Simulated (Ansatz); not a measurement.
Process, species as SMILES: C=C=O → [CH]=C=O + H atom
B3LYP-D3(BJ)/def2-TZVP geometries, fixed; electronic energies without zero-point terms.

How fast the bond dissociation energy converges with the basis for several methods (Ansatz, a program for electronic structure): deviation from each method's own reference, in kcal/mol. References: B2PLYP 111.21 kcal/mol, the value in aug-pcseg-3; CCSD(T) 113.09 kcal/mol, Hartree-Fock in cc-pVQZ plus the correlation part extrapolated as X^-3 from cc-pVTZ and cc-pVQZ; HF 91.00 kcal/mol, the value in aug-pcseg-3; MP2 116.02 kcal/mol, Hartree-Fock in aug-cc-pVQZ plus the correlation part extrapolated as X^-3 from aug-cc-pVTZ and aug-cc-pVQZ; PBE 108.04 kcal/mol, the value in aug-pcseg-3; PBE0 109.53 kcal/mol, the value in aug-pcseg-3. Cartesian d functions, on some or all atoms, in 6-31G*; all else is spherical. In correlated methods cores are frozen. Open shells are unrestricted. No added dispersion term, no relativity. 

```
basis              functions  B2PLYP  CCSD(T)     HF     MP2    PBE  PBE0
-----------------  ---------  ------  -------  -----  ------  -----  ----
def2-SV(P)                46   -4.51   -10.44  -1.21  -10.51  -1.76     …
6-31G*                    49   -2.95    -9.18  -0.02   -9.40  -0.01     …
cc-pVDZ                   52   -2.73    -5.37  -0.95   -6.04  -1.20     …
def2-SVP                  52   -1.29    -3.53   0.77   -3.94  -0.03     …
aug-pcseg-1               87   -1.57    -3.64   0.44   -4.43  -0.60     …
6-311++G(2d,2p)          101   -0.77    -2.78   0.01   -3.29   0.11     …
cc-pVTZ                  118   -0.48    -1.55  -0.22   -1.98  -0.01     …
pcseg-2                  118   -0.19    -1.11   0.17   -1.49   0.16     …
def2-TZVPD               132   -1.12    -3.09  -0.41   -3.67  -0.17     …
jun-cc-pV(T+d)Z          145   -0.50    -1.57  -0.22   -2.00  -0.01     …
6-311++G(3df,3pd)        153   -0.35    -1.32  -0.08   -1.73   0.00     …
def2-QZVPP               231   -0.09    -0.60  -0.13   -0.75   0.01     …
```

Fill in the missing entries.


- def2-SV(P), PBE0: -1.47
- 6-31G*, PBE0: 0.05
- cc-pVDZ, PBE0: -1.05
- def2-SVP, PBE0: 0.28
- aug-pcseg-1, PBE0: -0.28
- 6-311++G(2d,2p), PBE0: 0.09
- cc-pVTZ, PBE0: -0.07
- pcseg-2, PBE0: 0.17
- def2-TZVPD, PBE0: -0.24
- jun-cc-pV(T+d)Z, PBE0: -0.08
- 6-311++G(3df,3pd), PBE0: -0.02
- def2-QZVPP, PBE0: -0.02

Mean absolute deviation over 6-311++G(2d,2p), cc-pVTZ, pcseg-2, def2-TZVPD, jun-cc-pV(T+d)Z, 6-311++G(3df,3pd): PBE 0.08, PBE0 0.11, HF 0.19, B2PLYP 0.57, CCSD(T) 1.90, MP2 2.36 kcal/mol.
